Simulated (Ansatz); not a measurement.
Reaction (SMILES): N#C (CH-N) + H+ → C#[NH+]
B3LYP-D3(BJ)/def2-TZVP geometries, fixed; electronic energies without zero-point terms; positive where energy is released.
Largest species:
```xyz
4

C      0.0000     0.0000    -0.5980
N      0.0000     0.0000     0.5315
H      0.0000     0.0000    -1.6793
H      0.0000     0.0000     1.5473
```
Charge +1, spin multiplicity 1.

Basis-set convergence of the proton affinity at wB97M-V with Ansatz (a first-principles code). All functions are spherical. The program fits the integrals of some runs and decomposes those of others, by size. The proton sits at the site shown, which need not be the one that binds it best. The functional holds VV10 correlation; no added dispersion term, no relativity. Functions are those of the species that has most. Reference: the value in aug-pcseg-3, 174.16 kcal/mol, itself unsure by roughly 0.08 kcal/mol (its mean distance from aug-cc-pVQZ, cc-pV5Z, def2-QZVPPD).

```tsv
basis	functions	proton affinity (kcal/mol)
3-21G	22	179.19
6-31G	22	178.23
pcseg-0	22	[?]
def2-SV(P)	32	172.32
cc-pVDZ	38	[?]
pcseg-1	38	171.21
6-311+G**	56	172.62
def2-SVPD	56	[?]
aug-cc-pVDZ	64	171.85
6-311++G(2d,2p)	74	172.84
def2-TZVP	74	[?]
pcseg-2	88	174.20
def2-TZVPP	90	174.17
jun-cc-pV(T+d)Z	106	173.88
aug-cc-pVTZ	138	173.88
aug-pcseg-2	138	174.11
cc-pVQZ	170	174.23
aug-cc-pVQZ	252	174.04
```

Problem. What belongs in the gaps?

Solution. 
- pcseg-0, proton affinity (kcal/mol): 172.03
- cc-pVDZ, proton affinity (kcal/mol): 173.57
- def2-SVPD, proton affinity (kcal/mol): 174.59
- def2-TZVP, proton affinity (kcal/mol): 173.70
